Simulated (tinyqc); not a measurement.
Worked calculation (part 1 of 2): UKS/LDA (VWN5) in the sto-3g basis, for OH+, spin multiplicity 3. Computed by tinyqc, a small Python program that keeps every step (integrals from PySCF). Settings: charge = 1, multiplicity = 3, basis = sto-3g, energy threshold = 1e-10, iteration cap = 50, orthogonalisation = symmetric, start = atomic densities, DIIS depth = 8, method = UKS, functional = lda,vwn, grid = [10, 14]. Command: `OMP_NUM_THREADS=1 python tinyqc.py 31234 31235 out.jsonl` (the two numbers bound the seeds that draw the settings). One thread of a shared host (Intel(R) Xeon(R) Processor @ 2.60GHz), about 1 s of CPU time with the checks. Later iterations appear only in the table of the cycle.

## One-electron integrals

Geometry (angstrom):
```
atom         x         y         z
O     0.000000  0.000000  0.000000
H     0.000000  0.000000  1.922000
```

Basis sto-3g: exponents (1/bohr^2) and contraction coefficients of normalised primitives:
```
element  l (shell)    exponent  coefficient
O            s (1)  130.709320     0.154329
O            s (1)   23.808861     0.535328
O            s (1)    6.443608     0.444635
O            s (2)    5.033151    -0.099967
O            s (2)    1.169596     0.399513
O            s (2)    0.380389     0.700115
O            p (3)    5.033151     0.155916
O            p (3)    1.169596     0.607684
O            p (3)    0.380389     0.391957
H            s (1)    3.425251     0.154329
H            s (1)    0.623914     0.535328
H            s (1)    0.168855     0.444635
```

Overlap, kinetic and nuclear-attraction integrals over the contracted functions; the nuclear repulsion is the sum of Za Zb / Rab.

nuclear repulsion = 2.20261066 hartree

overlap S:
```
           1O 1s     1O 2s    1O 2px    1O 2py    1O 2pz     2H 1s
1O 1s   1.000000  0.236704  0.000000  0.000000  0.000000  0.005997
1O 2s   0.236704  1.000000  0.000000  0.000000  0.000000  0.088958
1O 2px  0.000000  0.000000  1.000000  0.000000  0.000000  0.000000
1O 2py  0.000000  0.000000  0.000000  1.000000  0.000000  0.000000
1O 2pz  0.000000  0.000000  0.000000  0.000000  1.000000  0.096941
2H 1s   0.005997  0.088958  0.000000  0.000000  0.096941  1.000000
```

kinetic energy T (hartree):
```
            1O 1s      1O 2s    1O 2px    1O 2py     1O 2pz      2H 1s
1O 1s   29.003200  -0.168011  0.000000  0.000000   0.000000  -0.001867
1O 2s   -0.168011   0.808128  0.000000  0.000000   0.000000  -0.018234
1O 2px   0.000000   0.000000  2.528731  0.000000   0.000000   0.000000
1O 2py   0.000000   0.000000  0.000000  2.528731   0.000000   0.000000
1O 2pz   0.000000   0.000000  0.000000  0.000000   2.528731  -0.004585
2H 1s   -0.001867  -0.018234  0.000000  0.000000  -0.004585   0.760032
```

nuclear attraction V (hartree):
```
             1O 1s      1O 2s     1O 2px     1O 2py     1O 2pz      2H 1s
1O 1s   -60.893781  -7.248250   0.000000   0.000000  -0.003850  -0.187755
1O 2s    -7.248250  -9.327244   0.000000   0.000000  -0.048601  -0.532208
1O 2px    0.000000   0.000000  -9.248581   0.000000   0.000000   0.000000
1O 2py    0.000000   0.000000   0.000000  -9.248581   0.000000   0.000000
1O 2pz   -0.003850  -0.048601   0.000000   0.000000  -9.267175  -0.485421
2H 1s    -0.187755  -0.532208   0.000000   0.000000  -0.485421  -3.427986
```

core Hamiltonian H = T + V (hartree):
```
             1O 1s      1O 2s     1O 2px     1O 2py     1O 2pz      2H 1s
1O 1s   -31.890581  -7.416261   0.000000   0.000000  -0.003850  -0.189622
1O 2s    -7.416261  -8.519116   0.000000   0.000000  -0.048601  -0.550442
1O 2px    0.000000   0.000000  -6.719849   0.000000   0.000000   0.000000
1O 2py    0.000000   0.000000   0.000000  -6.719849   0.000000   0.000000
1O 2pz   -0.003850  -0.048601   0.000000   0.000000  -6.738443  -0.490006
2H 1s    -0.189622  -0.550442   0.000000   0.000000  -0.490006  -2.667954
```

## Two-electron integrals

Functions are numbered as in S; the eight-fold symmetry (ij|kl) = (ji|kl) = (kl|ij) leaves the list below.

Two-electron integrals (ij|kl) in chemists' order, unique and non-zero (hartree):
```
(11|11) 4.785065   (21|11) 0.741380   (21|21) 0.136873   (22|11) 1.118947
(22|21) 0.256633   (22|22) 0.817206   (31|31) 0.024477   (32|31) 0.037809
(32|32) 0.180518   (33|11) 1.115814   (33|21) 0.256684   (33|22) 0.817023
(33|33) 0.880159   (41|41) 0.024477   (42|41) 0.037809   (42|42) 0.180518
(43|43) 0.047444   (44|11) 1.115814   (44|21) 0.256684   (44|22) 0.817023
(44|33) 0.785270   (44|44) 0.880159   (51|51) 0.024477   (52|51) 0.037809
(52|52) 0.180518   (53|53) 0.047444   (54|54) 0.047444   (55|11) 1.115814
(55|21) 0.256684   (55|22) 0.817023   (55|33) 0.785270   (55|44) 0.785270
(55|55) 0.880159   (61|11) 0.018982   (61|21) 0.003479   (61|22) 0.006496
(61|33) 0.006486   (61|44) 0.006486   (61|51) 0.000156   (61|52) 0.000296
(61|55) 0.006515   (61|61) 0.000090   (62|11) 0.061239   (62|21) 0.014289
(62|22) 0.052549   (62|33) 0.051668   (62|44) 0.051668   (62|51) 0.001063
(62|52) 0.009166   (62|55) 0.054260   (62|61) 0.000371   (62|62) 0.004865
(63|31) 0.001293   (63|32) 0.008248   (63|53) 0.001823   (63|63) 0.000613
(64|41) 0.001293   (64|42) 0.008248   (64|54) 0.001823   (64|64) 0.000613
(65|11) 0.053746   (65|21) 0.012674   (65|22) 0.049729   (65|33) 0.047843
(65|44) 0.047843   (65|51) 0.001987   (65|52) 0.015314   (65|55) 0.053447
(65|61) 0.000338   (65|62) 0.005570   (65|65) 0.006886   (66|11) 0.275162
(66|21) 0.065126   (66|22) 0.274695   (66|33) 0.268833   (66|44) 0.268833
(66|51) 0.003823   (66|52) 0.047733   (66|55) 0.286360   (66|61) 0.001684
(66|62) 0.036642   (66|65) 0.048758   (66|66) 0.774606
```

## Orthogonalisation

S = U s U^T; symmetric (Loewdin) form X = U s^(-1/2) U^T, so that X^T S X = 1.

eigenvalues of S: 0.746674  0.907965  1.000000  1.000000  1.087622  1.257739

X:
```
            1O 1s      1O 2s    1O 2px    1O 2py     1O 2pz      2H 1s
1O 1s    1.021973  -0.123112  0.000000  0.000000  -0.000447   0.005199
1O 2s   -0.123112   1.025094  0.000000  0.000000   0.003371  -0.046062
1O 2px   0.000000   0.000000  1.000000  0.000000   0.000000   0.000000
1O 2py   0.000000   0.000000  0.000000  1.000000   0.000000   0.000000
1O 2pz  -0.000447   0.003371  0.000000  0.000000   1.003570  -0.049007
2H 1s    0.005199  -0.046062  0.000000  0.000000  -0.049007   1.006635
```

## Starting guess

The start is atomic minimal-basis densities projected into this basis (PySCF's MINAO start) and scaled to the electron count of each spin; this density is not idempotent, so its energy is not variational and may lie below the converged one.

D(alpha) at the start:
```
            1O 1s      1O 2s    1O 2px    1O 2py     1O 2pz      2H 1s
1O 1s    1.194998  -0.281450  0.000000  0.000000   0.001416  -0.007540
1O 2s   -0.281450   1.189084  0.000000  0.000000  -0.006895   0.032917
1O 2px   0.000000   0.000000  0.728177  0.000000   0.000000   0.000000
1O 2py   0.000000   0.000000  0.000000  0.728177   0.000000   0.000000
1O 2pz   0.001416  -0.006895  0.000000  0.000000   0.717145   0.062499
2H 1s   -0.007540   0.032917  0.000000  0.000000   0.062499   0.557775
```

D(beta) at the start:
```
            1O 1s      1O 2s    1O 2px    1O 2py     1O 2pz      2H 1s
1O 1s    0.716999  -0.168870  0.000000  0.000000   0.000850  -0.004524
1O 2s   -0.168870   0.713450  0.000000  0.000000  -0.004137   0.019750
1O 2px   0.000000   0.000000  0.436906  0.000000   0.000000   0.000000
1O 2py   0.000000   0.000000  0.000000  0.436906   0.000000   0.000000
1O 2pz   0.000850  -0.004137  0.000000  0.000000   0.430287   0.037499
2H 1s   -0.004524   0.019750  0.000000  0.000000   0.037499   0.334665
```

## Iteration 1: exchange-correlation on the grid

Becke grid with 10 radial and 14 angular points per atom, points of zero weight dropped. rho = sum D_ij phi_i phi_j; V_xc,ij = sum w v_xc phi_i phi_j; v_xc is d(rho eps)/d rho(s) for spin s.

The 8 grid points with the largest w rho, of 276 (bohr, atomic units):
```
x                  y          z         w  rho(alpha)  rho(beta)     eps_xc  v_xc(alpha)
-0.687448   0.687448  -0.687448  0.855604    0.140967   0.084580  -0.514188    -0.704172
0.687448   -0.687448  -0.687448  0.855604    0.140967   0.084580  -0.514188    -0.704172
0.687448    0.687448  -0.687448  0.855604    0.140967   0.084580  -0.514188    -0.704172
-0.687448  -0.687448  -0.687448  0.855604    0.140967   0.084580  -0.514188    -0.704172
-0.687448  -0.687448   0.687448  0.854141    0.140687   0.084412  -0.513870    -0.703729
0.687448    0.687448   0.687448  0.854141    0.140687   0.084412  -0.513870    -0.703729
0.687448   -0.687448   0.687448  0.854141    0.140687   0.084412  -0.513870    -0.703729
-0.687448   0.687448   0.687448  0.854141    0.140687   0.084412  -0.513870    -0.703729
```

electrons on the grid, sum of w rho = 7.946150

E_xc = sum of w rho eps_xc = -7.08135702 hartree

V_xc(alpha) (hartree):
```
            1O 1s      1O 2s     1O 2px     1O 2py     1O 2pz      2H 1s
1O 1s   -2.916268  -0.421591   0.000000   0.000000   0.000015  -0.010875
1O 2s   -0.421591  -0.786715   0.000000   0.000000  -0.001488  -0.044831
1O 2px   0.000000   0.000000  -0.785469   0.000000   0.000000   0.000000
1O 2py   0.000000   0.000000   0.000000  -0.785469   0.000000   0.000000
1O 2pz   0.000015  -0.001488   0.000000   0.000000  -0.788814  -0.042231
2H 1s   -0.010875  -0.044831   0.000000   0.000000  -0.042231  -0.414750
```

V_xc(beta) (hartree):
```
            1O 1s      1O 2s     1O 2px     1O 2py     1O 2pz      2H 1s
1O 1s   -2.503652  -0.364770   0.000000   0.000000   0.000011  -0.009406
1O 2s   -0.364770  -0.693045   0.000000   0.000000  -0.001284  -0.039937
1O 2px   0.000000   0.000000  -0.692078   0.000000   0.000000   0.000000
1O 2py   0.000000   0.000000   0.000000  -0.692078   0.000000   0.000000
1O 2pz   0.000011  -0.001284   0.000000   0.000000  -0.695000  -0.037817
2H 1s   -0.009406  -0.039937   0.000000   0.000000  -0.037817  -0.372138
```

## Iteration 1: building the Kohn-Sham matrix

J_ij = sum D_kl (ij|kl) with D = D(alpha) + D(beta); F = H + J + V_xc; E = tr D H + tr D J / 2 + E_xc + E_nn.

Coulomb J (hartree):
```
            1O 1s     1O 2s    1O 2px    1O 2py    1O 2pz     2H 1s
1O 1s   14.752811  2.737219  0.000000  0.000000  0.003194  0.069710
1O 2s    2.737219  6.564803  0.000000  0.000000  0.042808  0.420971
1O 2px   0.000000  0.000000  6.552847  0.000000  0.000000  0.000000
1O 2py   0.000000  0.000000  0.000000  6.552847  0.000000  0.000000
1O 2pz   0.003194  0.042808  0.000000  0.000000  6.568207  0.403907
2H 1s    0.069710  0.420971  0.000000  0.000000  0.403907  2.648899
```

F(alpha) (hartree):
```
             1O 1s      1O 2s     1O 2px     1O 2py     1O 2pz      2H 1s
1O 1s   -20.054038  -5.100634   0.000000   0.000000  -0.000641  -0.130787
1O 2s    -5.100634  -2.741028   0.000000   0.000000  -0.007281  -0.174302
1O 2px    0.000000   0.000000  -0.952471   0.000000   0.000000   0.000000
1O 2py    0.000000   0.000000   0.000000  -0.952471   0.000000   0.000000
1O 2pz   -0.000641  -0.007281   0.000000   0.000000  -0.959050  -0.128330
2H 1s    -0.130787  -0.174302   0.000000   0.000000  -0.128330  -0.433805
```

F(beta) (hartree):
```
             1O 1s      1O 2s     1O 2px     1O 2py     1O 2pz      2H 1s
1O 1s   -19.641422  -5.043813   0.000000   0.000000  -0.000645  -0.129318
1O 2s    -5.043813  -2.647358   0.000000   0.000000  -0.007077  -0.169407
1O 2px    0.000000   0.000000  -0.859081   0.000000   0.000000   0.000000
1O 2py    0.000000   0.000000   0.000000  -0.859081   0.000000   0.000000
1O 2pz   -0.000645  -0.007077   0.000000   0.000000  -0.865237  -0.123916
2H 1s    -0.129318  -0.169407   0.000000   0.000000  -0.123916  -0.391193
```

total energy of this density = -69.54152482 hartree

This density is the starting one; it is not idempotent, so its energy is not variational and may lie below the converged one.

## Iteration 1: diagonalisation and new density

Diagonalise F' = X^T F X, C = X C', fill 5 alpha and 3 beta electrons from the bottom; D(s) = C_occ C_occ^T. Each column has its largest component positive (the first on a tie).

F' = X^T F X (alpha) (hartree):
```
            1          2          3          4          5          6
1  -19.704260  -2.547340   0.000000   0.000000  -0.001956   0.006163
2   -2.547340  -1.882823   0.000000   0.000000  -0.003812  -0.057927
3    0.000000   0.000000  -0.952471   0.000000   0.000000   0.000000
4    0.000000   0.000000   0.000000  -0.952471   0.000000   0.000000
5   -0.001956  -0.003812   0.000000   0.000000  -0.954345  -0.061662
6    0.006163  -0.057927   0.000000   0.000000  -0.061662  -0.418375
```

orbital energies (alpha) (hartree): MO1 -20.061220, MO2 -1.528995, MO3 -0.961170, MO4 -0.952471, MO5 -0.952471, MO6 -0.408417

coefficients C (alpha):
```
              MO1        MO2        MO3        MO4       MO5        MO6
1O 1s    0.995000  -0.263092   0.004639   0.000000  0.000000   0.018671
1O 2s    0.020332   1.028336  -0.019942   0.000000  0.000000  -0.099103
1O 2px   0.000000   0.000000   0.000000   0.759805  0.650151   0.000000
1O 2py   0.000000   0.000000   0.000000  -0.650151  0.759805   0.000000
1O 2pz   0.000151   0.012614   0.991713   0.000000  0.000000  -0.160971
2H 1s   -0.001151   0.006504   0.063848   0.000000  0.000000   1.006849
```

F' = X^T F X (beta) (hartree):
```
            1          2          3          4          5          6
1  -19.286181  -2.550714   0.000000   0.000000  -0.002087   0.007301
2   -2.550714  -1.792835   0.000000   0.000000  -0.003333  -0.059087
3    0.000000   0.000000  -0.859081   0.000000   0.000000   0.000000
4    0.000000   0.000000   0.000000  -0.859081   0.000000   0.000000
5   -0.002087  -0.003333   0.000000   0.000000  -0.860191  -0.063905
6    0.007301  -0.059087   0.000000   0.000000  -0.063905  -0.375660
```

orbital energies (beta) (hartree): MO1 -19.650514, MO2 -1.431933, MO3 -0.868278, MO4 -0.859081, MO5 -0.859081, MO6 -0.364141

coefficients C (beta):
```
              MO1        MO2        MO3        MO4       MO5        MO6
1O 1s    0.994297  -0.265646   0.005068   0.000000  0.000000   0.019823
1O 2s    0.023072   1.027872  -0.021836   0.000000  0.000000  -0.102846
1O 2px   0.000000   0.000000   0.000000  -0.679400  0.733769   0.000000
1O 2py   0.000000   0.000000   0.000000   0.733769  0.679400   0.000000
1O 2pz   0.000167   0.012258   0.989085   0.000000  0.000000  -0.176426
2H 1s   -0.001314   0.010515   0.079498   0.000000  0.000000   1.005700
```

D(alpha) after iteration 1:
```
            1O 1s      1O 2s    1O 2px    1O 2py     1O 2pz      2H 1s
1O 1s    1.059265  -0.250409  0.000000  0.000000   0.001431  -0.002560
1O 2s   -0.250409   1.058286  0.000000  0.000000  -0.006802   0.005392
1O 2px   0.000000   0.000000  1.000000  0.000000   0.000000   0.000000
1O 2py   0.000000   0.000000  0.000000  1.000000   0.000000   0.000000
1O 2pz   0.001431  -0.006802  0.000000  0.000000   0.983654   0.063401
2H 1s   -0.002560   0.005392  0.000000  0.000000   0.063401   0.004120
```

D(beta) after iteration 1:
```
            1O 1s      1O 2s    1O 2px    1O 2py     1O 2pz      2H 1s
1O 1s    1.059220  -0.250221  0.000000  0.000000   0.001923  -0.003697
1O 2s   -0.250221   1.057530  0.000000  0.000000  -0.008994   0.009042
1O 2px   0.000000   0.000000  0.000000  0.000000   0.000000   0.000000
1O 2py   0.000000   0.000000  0.000000  0.000000   0.000000   0.000000
1O 2pz   0.001923  -0.008994  0.000000  0.000000   0.978439   0.078759
2H 1s   -0.003697   0.009042  0.000000  0.000000   0.078759   0.006432
```

Within a degenerate level the vectors are fixed only up to a rotation; this is one choice.

## Iteration 2: exchange-correlation on the grid

As before.

The 8 grid points with the largest w rho, of 276 (bohr, atomic units):
```
x                  y          z         w  rho(alpha)  rho(beta)     eps_xc  v_xc(alpha)
0.000000    0.000000  -1.190694  0.760537    0.168937   0.168544  -0.576946    -0.756505
0.000000    0.000000   1.190694  0.745831    0.168811   0.168265  -0.576731    -0.756304
0.687448   -0.687448  -0.687448  0.855604    0.169906   0.085125  -0.538281    -0.743878
-0.687448  -0.687448  -0.687448  0.855604    0.169906   0.085125  -0.538281    -0.743878
0.687448    0.687448  -0.687448  0.855604    0.169906   0.085125  -0.538281    -0.743878
-0.687448   0.687448  -0.687448  0.855604    0.169906   0.085125  -0.538281    -0.743878
-0.687448   0.687448   0.687448  0.854141    0.169335   0.084338  -0.537538    -0.742988
0.687448    0.687448   0.687448  0.854141    0.169335   0.084338  -0.537538    -0.742988
```

electrons on the grid, sum of w rho = 7.951435

E_xc = sum of w rho eps_xc = -7.88150305 hartree

V_xc(alpha) (hartree):
```
            1O 1s      1O 2s     1O 2px     1O 2py     1O 2pz      2H 1s
1O 1s   -2.837523  -0.420458   0.000000   0.000000   0.000013  -0.010838
1O 2s   -0.420458  -0.824969   0.000000   0.000000  -0.000345  -0.043490
1O 2px   0.000000   0.000000  -0.821704   0.000000   0.000000   0.000000
1O 2py   0.000000   0.000000   0.000000  -0.821704   0.000000   0.000000
1O 2pz   0.000013  -0.000345   0.000000   0.000000  -0.832171  -0.037291
2H 1s   -0.010838  -0.043490   0.000000   0.000000  -0.037291  -0.128668
```

V_xc(beta) (hartree):
```
            1O 1s      1O 2s     1O 2px     1O 2py     1O 2pz      2H 1s
1O 1s   -2.800608  -0.395760   0.000000   0.000000   0.000055  -0.010237
1O 2s   -0.395760  -0.697267   0.000000   0.000000  -0.000195  -0.038606
1O 2px   0.000000   0.000000  -0.665461   0.000000   0.000000   0.000000
1O 2py   0.000000   0.000000   0.000000  -0.665461   0.000000   0.000000
1O 2pz   0.000055  -0.000195   0.000000   0.000000  -0.759357  -0.035273
2H 1s   -0.010237  -0.038606   0.000000   0.000000  -0.035273  -0.133112
```

## Iteration 2: building the Kohn-Sham matrix

As before.

Coulomb J (hartree):
```
            1O 1s      1O 2s    1O 2px    1O 2py     1O 2pz     2H 1s
1O 1s   16.202936   2.998212  0.000000  0.000000  -0.000396  0.076345
1O 2s    2.998212   7.098167  0.000000  0.000000  -0.000331  0.438234
1O 2px   0.000000   0.000000  7.059550  0.000000   0.000000  0.000000
1O 2py   0.000000   0.000000  0.000000  7.059550   0.000000  0.000000
1O 2pz  -0.000396  -0.000331  0.000000  0.000000   7.152695  0.409099
2H 1s    0.076345   0.438234  0.000000  0.000000   0.409099  2.220045
```

F(alpha) (hartree):
```
             1O 1s      1O 2s     1O 2px     1O 2py     1O 2pz      2H 1s
1O 1s   -18.525169  -4.838507   0.000000   0.000000  -0.004234  -0.124115
1O 2s    -4.838507  -2.245917   0.000000   0.000000  -0.049277  -0.155699
1O 2px    0.000000   0.000000  -0.482004   0.000000   0.000000   0.000000
1O 2py    0.000000   0.000000   0.000000  -0.482004   0.000000   0.000000
1O 2pz   -0.004234  -0.049277   0.000000   0.000000  -0.417919  -0.118199
2H 1s    -0.124115  -0.155699   0.000000   0.000000  -0.118199  -0.576577
```

F(beta) (hartree):
```
             1O 1s      1O 2s     1O 2px     1O 2py     1O 2pz      2H 1s
1O 1s   -18.488254  -4.813809   0.000000   0.000000  -0.004192  -0.123514
1O 2s    -4.813809  -2.118216   0.000000   0.000000  -0.049127  -0.150814
1O 2px    0.000000   0.000000  -0.325760   0.000000   0.000000   0.000000
1O 2py    0.000000   0.000000   0.000000  -0.325760   0.000000   0.000000
1O 2pz   -0.004192  -0.049127   0.000000   0.000000  -0.345106  -0.116181
2H 1s    -0.123514  -0.150814   0.000000   0.000000  -0.116181  -0.581022
```

total energy of this density = -73.35508064 hartree
